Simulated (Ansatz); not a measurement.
# C2H4O2: the cost of one run

Computed with Ansatz 0.2.0 (the levels named in each step, unless a step's input says otherwise).

### 1 The system as given

Bond lengths: C1–C2 1.326 Å, C2–O3 1.366 Å, C2–O4 1.347 Å, C1–H5 1.071 Å, C1–H6 1.073 Å, O3–H7 0.962 Å, O4–H8 0.966 Å. Angles: C1–C2–O3 124.9°, C1–C2–O4 123.4°, O3–C2–O4 111.7°, C2–C1–H5 120.3°, C2–C1–H6 121.4°, H5–C1–H6 118.3°, C2–O3–H7 110.2°, C2–O4–H8 107.9°.

Coordinates:

```xyz
8

C     1.2559   -0.5645    0.4066
C     0.0992   -0.0308    0.0394
O    -0.8043   -0.6222   -0.7979
O    -0.3263    1.1767    0.4569
H     1.9095   -0.0349    1.0688
H     1.5625   -1.5303    0.0532
H    -0.4803   -1.4823   -1.0832
H    -1.1919    1.3399    0.0605
```

### 2 A rough first relaxation, PBE-D4/def2-SVP

Contents of input.yaml:

```yaml
crystal:
  periodic: [false, false, false]
  atoms:
    - { symbol: C, position_ang: [1.25586, -0.56452, 0.40657] }
    - { symbol: C, position_ang: [0.09922, -0.03085, 0.03938] }
    - { symbol: O, position_ang: [-0.80434, -0.62219, -0.79794] }
    - { symbol: O, position_ang: [-0.32629, 1.17671, 0.45692] }
    - { symbol: H, position_ang: [1.90951, -0.03486, 1.06875] }
    - { symbol: H, position_ang: [1.56249, -1.53032, 0.05315] }
    - { symbol: H, position_ang: [-0.4803, -1.48228, -1.08318] }
    - { symbol: H, position_ang: [-1.19193, 1.33989, 0.06049] }
basis:
  gaussian: { orbitals: def2-SVP }
hamiltonian:
  xc: pbe
  dispersion: d4
relax:
  f_tol: 0.03
  max_steps: 200
```

Started as:

```
ansatz run input.yaml --threads 2 --pin off --max-ram 5120MiB --backend cpu --events-out ev --progress --plain --runs-dir out
```

**Question.** How long does this run take on 2 threads of Intel Xeon Platinum 8259CL at 2.50GHz (Skylake/Cascade Lake), shared host, and how much memory does it need?

About 6 s, with a peak of 0.15 GiB.
